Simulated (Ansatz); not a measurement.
**SiH₄ (singlet): wave-function methods side by side at scale of all distances = 1.000, 6-31G**

How much of the correlation energy of SiH₄ (singlet) does each wave-function method recover here?

Computed with Ansatz 0.2.0, Gaussian basis. Level: 6-31G, core rule «outside noble gas», up to 5 orbitals frozen.

Plan: UHF; CCSD(T) on RHF; BCCD(T) on RHF; CISD; CCSDT(Q) on RHF; CISDTQ; CCSDTQ on RHF; CASSCF and MRCISD+Q, 2 electrons in 2 orbitals; CASSCF and NEVPT2, 2 electrons in 2 orbitals; CASSCF and MRCISD+Q, 8 electrons in 8 orbitals; CASSCF and NEVPT2, 8 electrons in 8 orbitals; Full CI.

13 further runs of the same task are left out: 2 for a known fault of the program, 8 that didn't finish, 3 set aside as unsound or not needed.

## Step 1: What is computed

The geometry derives from a PBE0/def2-TZVP stationary point (not a proven minimum). All distances are scaled together.

5 atoms, charge 0, spin multiplicity 1.

Atoms are counted from 1 here; the program's logs count them from 0.

Bond lengths: Si1–H2 1.485 Å, Si1–H3 1.485 Å, Si1–H4 1.485 Å, Si1–H5 1.485 Å. Angles: H2–Si1–H3 109.5°, H2–Si1–H4 109.5°, H2–Si1–H5 109.5°, H3–Si1–H4 109.5°, H3–Si1–H5 109.5°, H4–Si1–H5 109.5°.

## Step 2: UHF

in.yaml reads:

```yaml
crystal:
  periodic: [false, false, false]
  atoms:
    - {symbol: Si, position_ang: [0.000000, 0.000000, 0.000000]}
    - {symbol: H, position_ang: [0.855850, 0.858745, 0.856831]}
    - {symbol: H, position_ang: [-0.859551, -0.854424, 0.857445]}
    - {symbol: H, position_ang: [-0.854730, 0.855535, -0.861149]}
    - {symbol: H, position_ang: [0.858431, -0.859856, -0.853127]}
basis:
  gaussian: {orbitals: 6-31G}
magnetization: {spin_polarized: true, initial_magnetization: 0}
hamiltonian: {xc: hf}
output: {orbitals: {seedname: orbitals}}
```

On the command line:

```bash
$ ansatz run in.yaml --threads 1 --pin off --events-out ev --progress --plain --max-ram 2393MiB
```

Further steps of the session: CCSD(T) on RHF; BCCD(T) on RHF; CISD; CCSDT(Q) on RHF; CISDTQ; CCSDTQ on RHF; CASSCF and MRCISD+Q, 2 electrons in 2 orbitals; CASSCF and NEVPT2, 2 electrons in 2 orbitals; CASSCF and MRCISD+Q, 8 electrons in 8 orbitals; CASSCF and NEVPT2, 8 electrons in 8 orbitals; Full CI.

**Question.** What will the summary of the whole plan be? Wanted: FCI below the RHF energy; RMP2 from FCI; RCCSD from FCI; RCCSD(T) from FCI; RCCSDT(Q) from FCI; NEVPT2 pair from FCI; MRCISD+Q pair from FCI; NEVPT2 valence from FCI; T1 diagnostic.

**Answer**, as computed:

| quantity | value |
| --- | --- |
| FCI below the RHF energy | -2.3438 eV |
| RMP2 from FCI | +669.7 meV |
| RCCSD from FCI | +32.0 meV |
| RCCSD(T) from FCI | +9.2 meV |
| RCCSDT(Q) from FCI | +0.2 meV |
| NEVPT2 pair from FCI | +575.6 meV |
| MRCISD+Q pair from FCI | -7.7 meV |
| NEVPT2 valence from FCI | +178.1 meV |
| levels within 1 kcal/mol (43 meV) | RCCSD, RCCSD(T), BCCD(T), RCCSDT, CISDTQ, RCCSDT(Q), RCCSDTQ, MRCISD+Q pair, MRCISD valence, MRCISD+Q valence |
| T1 diagnostic | 0.008 |
| effectively unpaired electrons | 0.03 |

In words: RCCSD(T) misses by +9.2 meV, 0.4 % of the correlation energy. MRCISD+Q pair falls below full CI: the +Q correction isn't variational, and the cores differ from full CI's. One determinant dominates. Of the multireference levels listed MRCISD+Q pair comes nearest in total energy (-7.7 meV), which doesn't show that its space is the better one. These misses are within one basis, not against nature.
